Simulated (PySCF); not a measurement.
Method: B3LYP-D3(BJ)/def2-TZVP // PBE0-D4/def2-TZVP run with PySCF. All species are isolated molecules in the gas phase. One relaxed conformer stands for a flexible species; it need not be the lowest. B3LYP has the VWN-RPA correlation part, as in Gaussian. 

Reference species (SMILES): `[CH2]CO` (neutral, multiplicity 2).

```json
{
 "highest_occupied_spin_orbital": "-6.06 eV"
}
```

Changed species: `[CH2]O` (radical fragment; the reference has radical fragment).

Question: Give the shifts of the highest occupied spin orbital.

Answer: the highest occupied spin orbital goes up by 1.16 eV, to -4.90 eV.
